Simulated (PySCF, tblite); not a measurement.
Dissociation curve of SH, doublet. Each curve is given relative to its own lowest point near equilibrium.

```json
[
 {"R / Å": "1.00", "A": "75.2", "B": "77.0", "C": "63.4", "D": "78.1"},
 {"R / Å": "1.07", "A": "42.0", "B": "43.2", "C": "32.1", "D": "44.6"},
 {"R / Å": "1.13", "A": "23.3", "B": "24.1", "C": "16.1", "D": "25.5"},
 {"R / Å": "1.22", "A": "7.1", "B": "7.4", "C": "3.9", "D": "8.5"},
 {"R / Å": "1.25", "A": "4.1", "B": "4.3", "C": "1.9", "D": "5.2"},
 {"R / Å": "1.32", "A": "0.4", "B": "0.5", "C": "0.0", "D": "0.8"},
 {"R / Å": "1.35", "A": "0.0", "B": "0.0", "C": "0.1", "D": "0.1"},
 {"R / Å": "1.39", "A": "0.3", "B": "0.3", "C": "0.8", "D": "0.0"},
 {"R / Å": "1.43", "A": "1.5", "B": "1.3", "C": "2.0", "D": "0.7"},
 {"R / Å": "1.49", "A": "4.4", "B": "4.1", "C": "4.7", "D": "2.9"},
 {"R / Å": "1.56", "A": "9.1", "B": "8.6", "C": "8.6", "D": "6.7"},
 {"R / Å": "1.66", "A": "17.4", "B": "16.5", "C": "15.2", "D": "13.7"}
]
```

Energies in kcal/mol.

Question: Match the curves with the methods GFN2-xTB, 300 K electronic temperature run with tblite; PySCF 2.14.0 with CCSD(T) on UHF/cc-pVDZ, 5 core orbitals frozen; PySCF with unrestricted BLYP/cc-pVDZ; unrestricted M06-2X/cc-pVDZ (PySCF 2.14.0).

Answer: A is UKS-M06-2X; B is UCCSD(T); C is GFN2-xTB; D is UKS-BLYP.

The scan ran from 1.00 to 5.37 Å; beyond the distances shown one of the unrestricted levels run for this scan, shown here or not, changes its spin distribution in one step.
